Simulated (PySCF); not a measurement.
Gas-phase reaction: 3 BCl + 3 HCl = BH3 + 2 BCl3

Computed with PySCF and rigid-rotor harmonic-oscillator thermochemistry at 1 bar. Table values come from the NASA 1993 polynomials. After a fit of one offset per element over all species, the range-separated, M06-2X, PBE0/def2-QZVP and CCSD(T)/def2-TZVPP enthalpies, where run, lie to one side of the table for BCl (+35 kJ/mol): a fault of the table's entry, another state or a shared error of the levels is possible; this was not checked at source. † marks an energy on the PBE0/def2-TZVP geometry and frequencies; other levels use their own. MP2 and CCSD(T) freeze the core. All species are closed-shell singlets. For this reaction the table lies outside the span of B3LYP, CCSD(T), M06-2X, MP2, PBE0, r2SCAN, ωB97M-V, ωB97X-V in their largest bases here; which side is off was not settled. MP2 isn't extrapolated to the basis-set limit; its ΔH°(298 K) is -1084.4 kJ in def2-SVP and -1045.0 kJ in def2-TZVPP. CCSD(T) isn't extrapolated to the basis-set limit; its ΔH°(298 K) is -979.7 kJ in def2-SVP and -943.9 kJ in def2-TZVPP. The harmonic model lacks anharmonicity and excited electronic states, which grow with temperature; levels with a mode under 35 cm⁻¹ are left out. The table's entry may be an old estimate for BCl, BH3 (not checked at source).

| level | ΔH°(298 K), kJ | minus table | ΔG°(1200 K), kJ |
|---|---|---|---|
| table | -846.5 | - | -323.7 |
| CCSD(T)/def2-SVP† | -979.7 | -133.2 | -458.9 |
| CCSD(T)/def2-TZVPP† | -943.9 | -97.4 | -423.1 |
| MP2/def2-SVP† | -1084.4 | -237.9 | -563.6 |
| MP2/def2-TZVPP† | -1045.0 | -198.5 | -524.2 |
| PBE/def2-SVP | -1089.7 | -243.2 | -571.1 |
| PBE/def2-TZVP† | -1026.8 | -180.3 | -506.1 |
| LDA/def2-TZVP† | -1147.2 | -300.7 | -626.5 |
